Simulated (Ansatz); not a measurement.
# SiNH₂+ (quintet): from Hartree-Fock to the top rungs, def2-QZVPP

One table from this session's results is given with a row withheld; the runs are named, their logs left out.

The runs use Ansatz 0.2.0, Gaussian basis; def2-QZVPP, core rule «outside noble gas», up to 6 orbitals frozen.

The runs, in order: UHF; ROHF; CCSD(T) on UHF.

## The geometry

The geometry is a PBE0/def2-TZVP stationary point (not a proven minimum) of the parent state, kept for this charge and spin.

4 atoms, charge 1, spin multiplicity 5.

Atoms are counted from 1 here; the program's logs count them from 0.

Bond lengths: Si1–N2 1.849 Å, Si1–H3 1.470 Å, Si1–H4 1.470 Å. Angles: N2–Si1–H3 117.7°, N2–Si1–H4 117.7°, H3–Si1–H4 124.6°.

The first run:

in.yaml reads:

```yaml
crystal:
  periodic: [false, false, false]
  atoms:
    - {symbol: Si, position_ang: [0.000000, 0.000000, 0.555774]}
    - {symbol: N, position_ang: [0.000000, 0.000000, -1.292740]}
    - {symbol: H, position_ang: [0.000000, 1.301958, 1.239079]}
    - {symbol: H, position_ang: [0.000000, -1.301958, 1.239079]}
basis:
  gaussian: {orbitals: "def2-QZVPP.json"}
total_charge: 1
magnetization: {spin_polarized: true, initial_magnetization: 4}
hamiltonian: {xc: hf}
output: {orbitals: {seedname: orbitals}}
```

Started as:

```sh
$ ansatz run in.yaml --threads 1 --pin off --events-out ev --progress --plain --max-ram 2393MiB
```

Among the steps run: UHF; ROHF; CCSD(T) on UHF.

One table of the session follows, with a row left open; its other results are not shown here.

It belongs to the step «Misses and costs». 

```
  method  from UCCSD(T) (kJ/mol)
    ROHF                  +651.6
     UHF                       ?
    UMP2                  +114.5
   UCCSD                   +20.2
UCCSD(T)                       0
```

Estimate the missing values for UHF.

**Answer.** from UCCSD(T) (kJ/mol): +633.6. In the column «from UCCSD(T) (kJ/mol)» it lies between UMP2 (+114.5) and ROHF (+651.6).
